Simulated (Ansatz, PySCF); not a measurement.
Complex: CH5N (SMILES CN) (first 7 atoms) with CH4O (SMILES CO); geometry from S66by8 set.
(charge 0, multiplicity 1):
```tsv
atom	x (Å)	y (Å)	z (Å)
N	-1.6833	-0.4200	-0.5792
H	-0.6929	-0.6322	-0.6072
H	-2.1583	-1.3095	-0.5023
C	-1.9656	0.3818	0.6091
H	-3.0315	0.5961	0.6589
H	-1.6706	-0.0719	1.5610
H	-1.4528	1.3382	0.5246
O	1.5572	-0.4177	-0.5055
H	1.8392	-0.0477	-1.3454
C	1.9431	0.4939	0.5139
H	1.6199	0.0643	1.4570
H	3.0242	0.6330	0.5530
H	1.4646	1.4675	0.3988
```

Basis-set superposition error: the interaction energy with monomers in their own basis, and in the dimer's basis (counterpoise).

Run with Ansatz (a quantum-chemistry and plane-wave program) with Gaussian orbitals; PySCF for 6-31G* rows. Values without a source in brackets are computed.

```tsv
level	uncorrected (meV)	counterpoise (meV)	difference
HF/aug-cc-pVDZ	-61.8	-48.5	13.3
BLYP/def2-TZVPPD	-52.9	-48.8	4.0
B97M-V/def2-TZVPPD	-129.1	-126.5	2.6
B3LYP/6-31G*	-156.9	-89.0	67.9
BHLYP/def2-TZVPPD	-91.1	-88.5	2.6
wB97X-V/def2-TZVPPD	-131.2	-128.4	2.8
B2PLYP/def2-TZVPPD	-100.9	-92.9	8.0
MP2/6-31G*	-185.4	-105.1	80.4
CCSD/aug-cc-pVDZ	-147.9	-104.9	43.0
CCSD(T)/aug-cc-pVDZ	-163.1	-116.0	47.0
```

The error is largest for MP2/6-31G* (80.4 meV) and smallest for B97M-V/def2-TZVPPD (2.6 meV).
